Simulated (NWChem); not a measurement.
Program: NWChem. System: thiophene (C$_{4}$H$_{4}$S), charge 0, spin multiplicity 1, at a geometry optimised with PBE/def2-SVP. Level: RHF/def2-TZVP.

Output (cleaned and shortened):

```
             Northwest Computational Chemistry Package (NWChem) 7.3.0
             --------------------------------------------------------

                                NWChem Input Module
                                -------------------

 Scaling coordinates for geometry "geometry" by  1.889725989
 (inverse scale =  0.529177249)

 Turning off AUTOSYM since
 SYMMETRY directive was detected!

                             Geometry "geometry" -> ""
                             -------------------------

 Output coordinates in angstroms (scale by  1.889725989 to convert to a.u.)

  No.       Tag          Charge          X              Y              Z
 ---- ---------------- ---------- -------------- -------------- --------------
    1 C                    6.0000    -0.71520900     0.00000000    -1.28034600
    2 C                    6.0000     0.71520900     0.00000000    -1.28034600
    3 C                    6.0000     1.24530300     0.00000000    -0.00401100
    4 S                   16.0000     0.00000000     0.00000000     1.19965700
    5 C                    6.0000    -1.24530300     0.00000000    -0.00401100
    6 H                    1.0000    -1.33287900     0.00000000    -2.18932600
    7 H                    1.0000     1.33287900     0.00000000    -2.18932600
    8 H                    1.0000     2.29983900     0.00000000     0.29821300
    9 H                    1.0000    -2.29983900     0.00000000     0.29821300

 Effective nuclear repulsion energy (a.u.)     200.9789379053

            Nuclear Dipole moment (a.u.)
            ----------------------------
        X                 Y               Z
 ---------------- ---------------- ----------------
     0.0000000000     0.0000000000     0.0000037795

      Symmetry information
      --------------------

 Group name             C2v
 Group number             16
 Group order               4
 No. of unique centers     5

      Symmetry unique atoms

     1    3    4    6    8


 Summary of "ao basis" -> "" (spherical)
 ------------------------------------------------------------------------------
       Tag                 Description            Shells   Functions and Types
 ---------------- ------------------------------  ------  ---------------------
 *                         def2-tzvp                  on all atoms

 Summary of "ao basis" -> "ao basis" (spherical)
 ------------------------------------------------------------------------------
[...]
    41     -0.181126  2 C  py

 Vector   22  Occ=2.000000D+00  E=-3.248327D-01  Symmetry=a2
              MO Center=  4.2D-16,  3.1D-17, -3.2D-01, r^2= 2.8D+00
   Bfn.  Coefficient  Atom+Function         Bfn.  Coefficient  Atom+Function
  ----- ------------  ---------------      ----- ------------  ---------------
    72      0.241854  3 C  py               140     -0.241854  5 C  py
    69      0.237212  3 C  py               137     -0.237212  5 C  py
    75      0.185936  3 C  py               143     -0.185936  5 C  py

 Vector   23  Occ=0.000000D+00  E= 1.101828D-01  Symmetry=b2
              MO Center= -4.6D-15, -7.9D-16, -1.2D-01, r^2= 4.2D+00
   Bfn.  Coefficient  Atom+Function         Bfn.  Coefficient  Atom+Function
  ----- ------------  ---------------      ----- ------------  ---------------
    75      0.596877  3 C  py               143      0.596877  5 C  py
   112     -0.575224  4 S  py                13     -0.355568  1 C  py
    44     -0.355568  2 C  py                69      0.216082  3 C  py
   137      0.216082  5 C  py                72      0.205376  3 C  py
   140      0.205376  5 C  py               109     -0.178032  4 S  py

 Vector   24  Occ=0.000000D+00  E= 1.610871D-01  Symmetry=a1
              MO Center=  1.0D-13,  5.3D-18, -1.3D+00, r^2= 1.1D+01
   Bfn.  Coefficient  Atom+Function         Bfn.  Coefficient  Atom+Function
  ----- ------------  ---------------      ----- ------------  ---------------
   164      1.754852  6 H  s                170      1.754852  7 H  s
   176      1.572463  8 H  s                182      1.572463  9 H  s
     5     -1.425944  1 C  s                 36     -1.425944  2 C  s
    74     -0.673029  3 C  px               142      0.673029  5 C  px
    67     -0.633150  3 C  s                135     -0.633150  5 C  s

 Vector   25  Occ=0.000000D+00  E= 1.631509D-01  Symmetry=b1
              MO Center=  2.0D-13, -7.9D-18,  1.1D+00, r^2= 7.4D+00
   Bfn.  Coefficient  Atom+Function         Bfn.  Coefficient  Atom+Function
  ----- ------------  ---------------      ----- ------------  ---------------
    67      2.622147  3 C  s                135     -2.622147  5 C  s
   176     -2.067125  8 H  s                182      2.067125  9 H  s
   111     -1.315686  4 S  px                74      0.822399  3 C  px
   142      0.822399  5 C  px                14      0.737250  1 C  pz
    45     -0.737250  2 C  pz                66      0.632355  3 C  s

 center of mass
 --------------
 x =   0.00000000 y =   0.00000000 z =   0.08366488

 moments of inertia (a.u.)
 ------------------
         339.367585545054           0.000000000000           0.000000000000
           0.000000000000         566.978351746957           0.000000000000
           0.000000000000           0.000000000000         227.610766201903

  Mulliken analysis of the total density
  --------------------------------------

    Atom       Charge   Shell Charges
 -----------   ------   -------------------------------------------------------
    1 C    6     6.18   0.85  1.12  0.49  0.57  0.11  1.23  1.34  0.34  0.02  0.08  0.01
    2 C    6     6.18   0.85  1.12  0.49  0.57  0.11  1.23  1.34  0.34  0.02  0.08  0.01
    3 C    6     6.19   0.85  1.12  0.49  0.63  0.07  1.19  1.36  0.35  0.02  0.08  0.01
    4 S   16    15.86   2.01  0.49  1.48  1.04  0.70  4.18  1.69  0.88  2.26  0.93  0.06  0.12  0.02
    5 C    6     6.19   0.85  1.12  0.49  0.63  0.07  1.19  1.36  0.35  0.02  0.08  0.01
    6 H    1     0.86   0.26  0.49  0.09  0.02
    7 H    1     0.86   0.26  0.49  0.09  0.02
    8 H    1     0.84   0.26  0.48  0.08  0.02
    9 H    1     0.84   0.26  0.48  0.08  0.02

       Multipole analysis of the density wrt the origin
       ------------------------------------------------

     L   x y z        total         open         nuclear
     -   - - -        -----         ----         -------
     0   0 0 0     -0.000000      0.000000     44.000000

     1   1 0 0      0.000000      0.000000      0.000000
     1   0 1 0     -0.000000      0.000000      0.000000
     1   0 0 1     -0.282284      0.000000      0.000004

     2   2 0 0    -23.312106      0.000000    138.840457
     2   1 1 0      0.000000      0.000000      0.000000
     2   1 0 1     -0.000000      0.000000      0.000000
     2   0 2 0    -30.775097      0.000000      0.000000
     2   0 1 1     -0.000000      0.000000      0.000000
     2   0 0 2    -26.027874      0.000000    187.347365

 Task  times  cpu:       14.0s     wall:       14.0s

 Total times  cpu:       14.0s     wall:       14.0s
```

**Question.** Write an NWChem input that would produce this output.

**Answer.** One answer among several that fit: 
```
start mol
memory heap 200 mb stack 900 mb global 1100 mb
geometry units angstroms nocenter noautoz
  C     -0.715209     0.000000    -1.280346
  C      0.715209     0.000000    -1.280346
  C      1.245303     0.000000    -0.004011
  S      0.000000     0.000000     1.199657
  C     -1.245303     0.000000    -0.004011
  H     -1.332879     0.000000    -2.189326
  H      1.332879     0.000000    -2.189326
  H      2.299839     0.000000     0.298213
  H     -2.299839     0.000000     0.298213
  symmetry group C2v
end
basis spherical
  * library def2-tzvp
end
scf
  rhf
  nopen 0
  maxiter 100
  thresh 1e-7
  semidirect memsize 60000000 filesize 0
end
task scf energy
```
